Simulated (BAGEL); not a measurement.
**PBE0/cc-pVDZ (density fitting with qzvpp-jkfit) run of C3H4F2 (SMILES FC1(F)CC1)**

What is the energy change on altering one bond length of C3H4F2 at PBE0/cc-pVDZ (density fitting with qzvpp-jkfit)? 

Program for the calculation: BAGEL 1.2.2.

1 further run of the same task is left out (set aside as unsound or not needed).

## Step 1: Starting point

C3H4F2 has 9 atoms, charge 0, and is taken as a singlet. As SMILES, `FC1(F)CC1`. The coordinates come from a PBE0-D4/def2-TZVP relaxation.

Bond lengths: F1–C2 1.343 Å, C2–F3 1.343 Å, C2–C4 1.469 Å, C2–C5 1.469 Å, C4–C5 1.536 Å, C4–H6 1.082 Å, C4–H7 1.082 Å, C5–H8 1.082 Å, C5–H9 1.082 Å. Some angles: F1–C2–F3 109.3°, F1–C2–C4 119.5°, F1–C2–C5 119.5°, F3–C2–C4 119.5°, F3–C2–C5 119.5°, C4–C2–C5 63.1°, C2–C4–C5 58.5°, C2–C5–C4 58.5°, C2–C4–H6 117.6°, C2–C4–H7 117.6°.

## Step 2: The energy at PBE0/cc-pVDZ (density fitting with qzvpp-jkfit)

dft.json reads:

```json
{ "bagel" : [

{
  "title" : "molecule",
  "basis" : "cc-pvdz.json",
  "df_basis" : "qzvpp-jkfit",
  "angstrom" : true,
  "geometry" : [
    { "atom" : "F", "xyz" : [    1.653500,   -0.826400,    0.516900 ] },
    { "atom" : "C", "xyz" : [    0.571500,   -0.513600,   -0.214600 ] },
    { "atom" : "F", "xyz" : [    0.598200,   -1.204400,   -1.366000 ] },
    { "atom" : "C", "xyz" : [    0.068600,    0.866300,   -0.209800 ] },
    { "atom" : "C", "xyz" : [   -0.712600,   -0.275800,    0.457400 ] },
    { "atom" : "H", "xyz" : [    0.564000,    1.577900,    0.437800 ] },
    { "atom" : "H", "xyz" : [   -0.320000,    1.261000,   -1.139500 ] },
    { "atom" : "H", "xyz" : [   -1.609500,   -0.624100,   -0.038100 ] },
    { "atom" : "H", "xyz" : [   -0.725300,   -0.307300,    1.539100 ] }
  ]
},
{
  "title" : "ks",
  "xc_func" : "pbe0"
},
{
  "title" : "print",
  "file" : "orbitals.molden",
  "orbitals" : true
}

]}
```

The basis set cc-pVDZ is read from a file made from the Basis Set Exchange's data (not shown).

Command:

```console
BAGEL_NUM_THREADS=1 BAGEL dft.json > dft.out
```

Output:

```text
* using 1 threads per process

  ===============================================================
  ===============================================================

  *** Geometry ***

  { "atom" : "F", "xyz" : [      3.124662,     -1.561670,      0.976799 ] },
  { "atom" : "C", "xyz" : [      1.079978,     -0.970563,     -0.405535 ] },
  { "atom" : "F", "xyz" : [      1.130434,     -2.275986,     -2.581366 ] },
  { "atom" : "C", "xyz" : [      0.129635,      1.637070,     -0.396465 ] },
  { "atom" : "C", "xyz" : [     -1.346619,     -0.521186,      0.864361 ] },
  { "atom" : "H", "xyz" : [      1.065806,      2.981799,      0.827322 ] },
  { "atom" : "H", "xyz" : [     -0.604712,      2.382945,     -2.153343 ] },
  { "atom" : "H", "xyz" : [     -3.041514,     -1.179378,     -0.071999 ] },
  { "atom" : "H", "xyz" : [     -1.370618,     -0.580713,      2.908477 ] },

  Number of auxiliary basis functions:      451

  Since a DF basis is specified, we compute 2- and 3-index integrals:
    o Being stored without compression. Storage requirement is 0.029 GB

  Number of basis functions:       90
  Number of electrons      :       40

    * METHOD: MOLECULE                             0.22

  *** Kohn-Sham DFT ***

    * Removing 18112 points whose weight is below 1.00e-10
    * Grid points: 116042

  === Nuclear Repulsion ===
   184.9612838012

       - DIIS with orbital gradients will be used.

  === KS iteration (pbe0 / cc-pvdz.json) ===
      0       -276.94665623          0.15028572           0.36
      1       -229.22552337          0.18970032           0.35
      2       -256.28998137          0.18636497           0.36
      3       -311.36424731          0.09290092           0.36
      4       -315.69357014          0.02232773           0.35
      5       -315.92796652          0.01607448           0.35
      6       -316.00216827          0.00781439           0.35
      7       -316.05711972          0.00161013           0.36
      8       -316.05797331          0.00090149           0.36
      9       -316.05841530          0.00011578           0.36
     10       -316.05842400          0.00001726           0.36
     11       -316.05842412          0.00000902           0.36
     12       -316.05842415          0.00000292           0.36
     13       -316.05842416          0.00000068           0.36
     14       -316.05842416          0.00000022           0.36
     15       -316.05842416          0.00000006           0.36
     16       -316.05842416          0.00000001           0.36
     17       -316.05842416          0.00000001           0.36
    * SCF iteration converged.

    * Permanent dipole moment:
           (    0.548501,    -0.496490,    -0.207735) a.u.

    * METHOD: KS                                   7.20

    * METHOD: PRINT                                0.02

  ===============================================================
```

Run time: 7.8 s. Hardware: 1 thread of Arm Neoverse V1, shared host; peak memory 0.47 GiB.

## Step 3: The distorted shape, same level

input.json reads:

```json
{ "bagel": [

{
  "title": "molecule",
  "basis": "cc-pvdz.json",
  "df_basis": "qzvpp-jkfit",
  "angstrom": "true",
  "geometry": [
    { "atom": "F", "xyz": [       1.649496,      -0.722804,       0.689571 ] },
    { "atom": "C", "xyz": [       0.567496,      -0.410004,      -0.041929 ] },
    { "atom": "F", "xyz": [       0.598200,      -1.204400,      -1.366000 ] },
    { "atom": "C", "xyz": [       0.064596,       0.969896,      -0.037129 ] },
    { "atom": "C", "xyz": [      -0.716604,      -0.172204,       0.630071 ] },
    { "atom": "H", "xyz": [       0.559996,       1.681496,       0.610471 ] },
    { "atom": "H", "xyz": [      -0.324004,       1.364596,      -0.966829 ] },
    { "atom": "H", "xyz": [      -1.613504,      -0.520504,       0.134571 ] },
    { "atom": "H", "xyz": [      -0.729304,      -0.203704,       1.711771 ] }
  ]
},

{ "title": "ks", "xc_func": "pbe0" },

{ "title": "print", "file": "orbitals.molden", "orbitals": "true" }

]}
```

The basis set cc-pVDZ is read from a file made from the Basis Set Exchange's data (not shown).

Command:

```console
BAGEL_NUM_THREADS=1 BAGEL input.json > input.out
```

Output:

```text
* using 1 threads per process

  ===============================================================
  ===============================================================

  *** Geometry ***

  { "atom" : "F", "xyz" : [      3.117096,     -1.365902,      1.303100 ] },
  { "atom" : "C", "xyz" : [      1.072412,     -0.774795,     -0.079234 ] },
  { "atom" : "F", "xyz" : [      1.130434,     -2.275986,     -2.581366 ] },
  { "atom" : "C", "xyz" : [      0.122069,      1.832838,     -0.070164 ] },
  { "atom" : "C", "xyz" : [     -1.354185,     -0.325418,      1.190662 ] },
  { "atom" : "H", "xyz" : [      1.058239,      3.177567,      1.153623 ] },
  { "atom" : "H", "xyz" : [     -0.612279,      2.578713,     -1.827042 ] },
  { "atom" : "H", "xyz" : [     -3.049081,     -0.983610,      0.254302 ] },
  { "atom" : "H", "xyz" : [     -1.378185,     -0.384945,      3.234778 ] },

  Number of auxiliary basis functions:      451

  Since a DF basis is specified, we compute 2- and 3-index integrals:
    o Being stored without compression. Storage requirement is 0.029 GB

  Number of basis functions:       90
  Number of electrons      :       40

    * METHOD: MOLECULE                             0.22

  *** Kohn-Sham DFT ***

    * Removing 17821 points whose weight is below 1.00e-10
    * Grid points: 116333

  === Nuclear Repulsion ===
   178.9292417188

       - DIIS with orbital gradients will be used.

  === KS iteration (pbe0 / cc-pvdz.json) ===
      0       -279.69971271          0.13889099           0.36
      1       -231.48190219          0.18590509           0.35
      2       -259.07167768          0.17654383           0.35
      3       -312.40036951          0.08166963           0.35
      4       -315.68914976          0.02359525           0.36
      5       -315.98825995          0.00953611           0.34
      6       -316.00172390          0.00688447           0.33
      7       -316.03494928          0.00244192           0.34
      8       -316.03832059          0.00109262           0.35
      9       -316.03907464          0.00019902           0.35
     10       -316.03910517          0.00007269           0.35
     11       -316.03910959          0.00001642           0.35
     12       -316.03910979          0.00000225           0.35
     13       -316.03910979          0.00000116           0.35
     14       -316.03910979          0.00000036           0.34
     15       -316.03910979          0.00000011           0.35
     16       -316.03910979          0.00000005           0.35
     17       -316.03910979          0.00000004           0.35
     18       -316.03910979          0.00000001           0.34
    * SCF iteration converged.

    * Permanent dipole moment:
           (    0.613289,    -0.719032,    -0.512866) a.u.

    * METHOD: KS                                   7.33

    * METHOD: PRINT                                0.02

  ===============================================================
```

Wall time 7.8 s (1 thread of Arm Neoverse V1, shared host); peak memory 0.48 GiB.

## Step 4: Outcome

Level: PBE0/cc-pVDZ (density fitting with qzvpp-jkfit).

| quantity | value |
| --- | --- |
| first shape: total energy | -316.05842 Eh |
| first shape: dipole moment | 1.95 D |
| first shape: HOMO energy | -8.10 eV |
| first shape: LUMO energy | 2.00 eV |
| first shape: HOMO–LUMO gap | 10.11 eV |
| distorted shape: total energy | -316.03911 Eh |
| distorted shape: dipole moment | 2.73 D |
| distorted shape: HOMO energy | -8.54 eV |
| distorted shape: LUMO energy | 0.94 eV |
| distorted shape: HOMO–LUMO gap | 9.48 eV |
| energy change with the C2–F3 bond stretched from 1.343 to 1.544 Å | 0.526 eV |

With the C2–F3 bond stretched from 1.343 to 1.544 Å the energy rises by 0.53 eV (12.1 kcal/mol). The first shape isn't relaxed at this level, so the change isn't measured from a minimum.
